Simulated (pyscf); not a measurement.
Substitution at N: `[NH3]` + `[NH]` [triplet] -> `[NH][NH2]` [doublet] + `[H]` [doublet]

Gas phase, triplet surface, charge 0. Bonds broken: N1–H2. Bonds formed: N1–N5. PySCF, gas phase, ωB97X-D3(BJ)/def2-SVP geometries. MP2 and CC: frozen core, UHF for open shells. ΔMP2 is the change of the MP2 total energy from the triple- to the quadruple-zeta basis.

Transition state (Å):

```xyz
6

N     -1.0658    -0.3037     0.0863
H     -1.2684    -0.9259     1.3565
H     -0.8871    -1.1885    -0.3963
H     -2.0785    -0.1683    -0.0303
N     -0.5415     0.7435    -1.0542
H     -0.5077     1.6058    -0.4798
```

One imaginary mode, 1543i cm⁻¹; descent along it reached the two sides named, in the forms told below.

```csv
bond,change,reactant side (Å),saddle,product side
N1–H2,breaks,1.020,1.429,3.5
N1–N5,forms,3.2,1.635,1.341
```

Electronic energies relative to the separated reactants (kcal/mol):

```json
[
 {"level": "ωB97X-D3(BJ)/def2-TZVP", "barrier": "57.3", "reaction energy": "+27.1", "reverse barrier": "30.2"},
 {"level": "PBE/def2-TZVP", "barrier": "42.3", "reaction energy": "+20.1", "reverse barrier": "22.1"},
 {"level": "r²SCAN/def2-TZVP", "barrier": "47.9", "reaction energy": "+27.9", "reverse barrier": "20.0"},
 {"level": "B3LYP-D3(BJ)/def2-TZVP", "barrier": "51.8", "reaction energy": "+28.9", "reverse barrier": "22.9"},
 {"level": "PBE0-D3(BJ)/def2-TZVP", "barrier": "51.6", "reaction energy": "+25.5", "reverse barrier": "26.1"},
 {"level": "M06-2X/def2-TZVP", "barrier": "58.2", "reaction energy": "+29.3", "reverse barrier": "28.9"},
 {"level": "ωB97M-D3(BJ)/def2-TZVP", "barrier": "57.9", "reaction energy": "+29.8", "reverse barrier": "28.1"},
 {"level": "HF/def2-TZVP", "barrier": "83.3", "reaction energy": "+48.5", "reverse barrier": "34.9"},
 {"level": "MP2/def2-QZVPP", "barrier": "64.9", "reaction energy": "+30.3", "reverse barrier": "34.6"},
 {"level": "CCSD/def2-TZVPP", "barrier": "64.4", "reaction energy": "+38.1", "reverse barrier": "26.3"},
 {"level": "CCSD(T)/def2-TZVPP", "barrier": "60.4", "reaction energy": "+35.4", "reverse barrier": "25.0"},
 {"level": "CCSD(T)/def2-TZVPP + ΔMP2(QZVPP)", "barrier": "59.8", "reaction energy": "+34.2", "reverse barrier": "25.6"}
]
```

With CCSD(T)/def2-TZVPP + ΔMP2(QZVPP) energies and thermal terms (ideal gas, 1 atm, RRHO with modes under 100 cm⁻¹ raised to 100, one conformer, R ln 2 for rigid chiral ones), in kcal/mol:

```csv
T (K),ΔH‡,ΔG‡,ΔH,ΔG
298,57.9,66.1,+32.5,+34.1
600,57.8,74.5,+32.9,+35.6
900,58.2,82.8,+33.7,+36.7
1200,58.8,90.9,+34.6,+37.6
```

On the reactant side the descent ends in a complex, 4.9 kcal/mol under the separated species and 62.2 kcal/mol under the saddle at ωB97X-D3(BJ)/def2-TZVP. •HN–NH₂ + H• also meet on a surface of lower spin, which isn't treated here. This is the saddle that the search found; another between the same sides may lie lower. The angle at the attacked N is 161°. The CCSD(T) − MP2 part came from Ansatz, without density fitting, on the same reference. A UHF reference is spin-contaminated (<S²> up to 2.13), which harms MP2 most.
